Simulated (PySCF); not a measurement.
How methods differ on the ionisation energy of He

He 1s2 (1S) → He⁺ 1s1 (2S), as a difference of total energies. Computed with PySCF 2.14 in 6-31G* (2s, 2 functions), with the non-relativistic Hamiltonian (point nucleus). Correlated levels: valence: nothing frozen. The calculations carry no spin-orbit coupling.

```json
{"method": "UHF", "ionisation energy (eV)": "23.444"}
{"method": "PBE", "ionisation energy (eV)": "24.382"}
{"method": "r2SCAN", "ionisation energy (eV)": "24.571"}
{"method": "MP2 (valence)", "ionisation energy (eV)": "23.749"}
```

Estimate what CCSD (valence) gives.

23.852 eV, closest to MP2 (valence) among the rows shown.

Estimate what SCS-MP2 (valence) gives.

23.809 eV, closest to MP2 (valence) among the rows shown.

Errors of the correlated levels include the incompleteness of this basis.

With two correlated electrons CCSD is exact in that space.

For comparison: 24.587 eV (measured; NIST Atomic Spectra Database, ionization energies).
